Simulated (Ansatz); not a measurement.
For rock-salt CdO, rVV10 (Ansatz, an electronic-structure program, plane waves, PAW) gives:

| Item | Value |
|---|---|
| lattice constant a | 4.781 Å |
| formation enthalpy | -1.194 eV/atom |

Q: What does HSE06 (plane waves, PAW; Ansatz) give for the same quantities?

A: 
- lattice constant a: 4.706 Å (decreases by 1.6 %)
- formation enthalpy: -1.034 eV/atom (moves by +0.160 eV/atom)

For comparison: lattice constant a 4.696 Å (measured, temperature not stated, no zero-point or thermal correction; as tabulated in Gopal et al. (2015), doi:10.1103/physrevb.91.245202); formation enthalpy -1.327 ± 0.002 eV/atom (measured, 0 K, taken to 0 K with the table's H(298.15)-H(0) of compound and elements; zero-point energies not removed; as tabulated in Cox, Wagman, Medvedev, CODATA Key Values for Thermodynamics (1989)).

Changes are worked out from the printed values.

Unless a cell is named, each level is at its own relaxed cell (rVV10 13.66, HSE06 13.02 Å³/atom).

Caveats: exact exchange on metals is sensitive to the k mesh and can open a false gap (HSE06); the run warned that the count of filled bands differs between k points (HSE06). Ansatz's density-functional and Hartree–Fock values are scalar-relativistic unless marked +SOC, with PAW data made under PBE.
